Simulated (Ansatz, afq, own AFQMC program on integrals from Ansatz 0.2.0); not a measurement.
AFQMC on a folder of integrals that Ansatz 0.2.0 wrote.

```yaml
crystal:
  periodic: [false, false, false]
  atoms:
    - {symbol: O, position_ang: [-1.073144, -0.030281, 0.000000]}
    - {symbol: H, position_ang: [-1.322453, 0.896295, 0.000000]}
    - {symbol: H, position_ang: [0.058856, -0.030281, 0.000000]}
    - {symbol: B, position_ang: [1.357856, -0.030281, 0.000000]}
    - {symbol: H, position_ang: [1.866929, -0.030281, 1.077008]}
    - {symbol: H, position_ang: [1.866929, -0.030281, -1.077009]}
basis:
  gaussian: {orbitals: cc-pVTZ}
magnetization: {spin_polarized: true, initial_magnetization: 1}
correlation: {method: ccsd_t, electrons: outside_noble_gas, hamiltonian_folder: ham}
```

```sh
$ ansatz run in.yaml --threads 1 --pin off --events-out ev --progress --plain --max-ram 16896MiB --backend cuda --devices 0, --max-vram 18GiB
```

Options of the walk:

```
--method phaseless --trial cisd --walkers 600 --populations 10 --least-time 60 --time-step 0.005 --steps-per-block 50 --equilibration-blocks 28 --max-blocks 4000 --target-error 0.00021 --factor-cut 1e-05 --start spin_pure --seed 5567 --release-times 0.24,0.51,0.99,1.62,2.4 --release-step 0.03 --release-every 3 --taylor-order 6
```

Times are imaginary, in 1/Eh. The walk had a cap of 230 s. With eight or more populations the least sampling time is a fifth of least-time, and the error comes from their spread.

afq prints:

```
orbitals 114  electrons 7 6  factors 667 of 667
reference energy -101.77145654 Eh
CCSD correlation -0.38336153 Eh in 14 cycles, weight of the determinant in the CISD state 0.8835
energy of the start -102.153275 Eh
 block  time / (1/Eh)  mean weight  energy / Eh
     1     0.250  0.9982  -102.151517
     2     0.500  1.0016  -102.155833
     3     0.750  0.9994  -102.160253
     4     1.000  1.0007  -102.164763
     5     1.250  0.9988  -102.171596
    10     2.500  0.9995  -102.166854
    29     7.250  1.0011  -102.167046
    33     8.250  0.9983  -102.173968
    49    12.250  1.0002  -102.168333
    69    17.250  1.0015  -102.167102
    89    22.250  0.9993  -102.165483
   109    27.250  1.0007  -102.167479
   129    32.250  0.9995  -102.165412
   149    37.250  1.0006  -102.170016
   169    42.250  0.9991  -102.163851
error from the spread of 10 populations
released: time / (1/Eh)  energy / Eh  error  mean overlap
  0.24  -102.167332  0.000227  0.9980
  0.51  -102.167977  0.000152  0.9845
  0.99  -102.168610  0.000250  0.9752
  1.62  -102.167865  0.000498  0.9610
  2.40  -102.167973  0.000639  0.9359
energy -102.167450 +/- 0.000285 Eh
(rows thinned)
```

The run passed its tests (sampling time, drift between the halves within three errors, error under three times the target), which doesn't prove that it has relaxed, ending at its cap on processor time.

Against this walk (error 7.8 meV) on the same determinant: CCSD(T) 19.1 meV higher. The error is statistical and leaves out the bias of the constraint. Released to 1.62 1/Eh the energy moves by -11 ± 16 meV (both errors), within twice the noise.

Cautions: constraint bias not in the error; error above the target (7.8 against 5.7 meV).

The walk took 3.9 min on 1 × NVIDIA H100 80GB HBM3 with 2 threads of AMD EPYC 7R13 Processor (Zen 3), on a shared host (the card was shared). The log's last line is the phaseless energy.

A walk keeps the symmetry of its determinant, which the program's search chose and which needn't be the lowest solution, so a lower state of the same spin and another symmetry isn't excluded.
